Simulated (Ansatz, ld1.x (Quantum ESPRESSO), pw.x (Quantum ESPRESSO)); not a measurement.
# iridium (bcc): variants of one TM potential in the solid

Ir (Z = 77), norm-conserving Troullier–Martins (Kleinman–Bylander form), made with ld1.x (Quantum ESPRESSO) 7.5 (PBEsol, scalar-relativistic). Core [Xe] 4f14, reference 5d7.5 6s1.5 6p0. Waves: 6p (bound, empty): rc 2.70 bohr; 5d (bound): rc 2.15 bohr; 6s (bound): rc 2.05 bohr. Local part: the s channel. Core correction: Bessel-smoothed model core inside 1.20 bohr.

Crystal test: bcc Ir in pw.x 7.5, no spin, 15³ k-points, Fermi–Dirac smearing 0.01 Ry, cutoffs set for each file from its atomic test. The reference is all-electron LAPW (Ansatz 0.2.0) with the same functional, mesh and smearing; V0 and B0 come from Birch–Murnaghan fits to the pressures at five volumes. Errors are pseudo minus all-electron; Δ is the rms difference of the E(V) curves that follow from these fits, minima aligned, over ±6 % about the mean V0. Mesh and smearing are coarse, so the numbers serve the comparison and aren't converged zero-temperature values; the lattice is a test structure that the element need not adopt.

All-electron: a0 = 3.079 Å (V0 = 14.59 Å³/atom), B0 = 339.1 GPa.

Base: The largest radius (2.70 bohr) exceeds half the bond length (2.52 bohr), so the spheres overlap, which is one possible source of error among others. This is a poor potential for the solid.

1 further variants are left out: they gave no file fit for a test, a broken result, the same result as the base, or pressures whose basis-set error rivals the error shown.

| change | cutoffs (Ry) | pw.x | a0 (Å) | a0 error (%) | B0 error (%) | Δ (meV/atom) | mean pressure error (GPa) |
| --- | --- | --- | --- | --- | --- | --- | --- |
| base | 60/240 | converged | 3.110 | +1.02 | -2.2 | 33.5 | +11.18 |
| wave 6s (bound): rc 2.05 bohr becomes 6s (bound): rc 1.78 bohr | 85/340 | converged | 3.102 | +0.75 | -1.9 | 24.3 | +8.00 |
| wave 6s (bound): rc 2.05 bohr becomes 6s (bound): rc 2.14 bohr | 55/220 | converged | 3.113 | +1.11 | -2.3 | 36.4 | +12.20 |
| wave 6s (bound): rc 2.05 bohr becomes 6s (bound): rc 2.62 bohr | 55/220 | converged | 3.111 | +1.06 | -2.1 | 34.8 | +11.63 |
| wave 6s (bound): rc 2.05 bohr becomes 6s (bound): rc 3.08 bohr | 55/220 | converged | 3.063 | -0.51 | +2.8 | 16.8 | -5.23 |
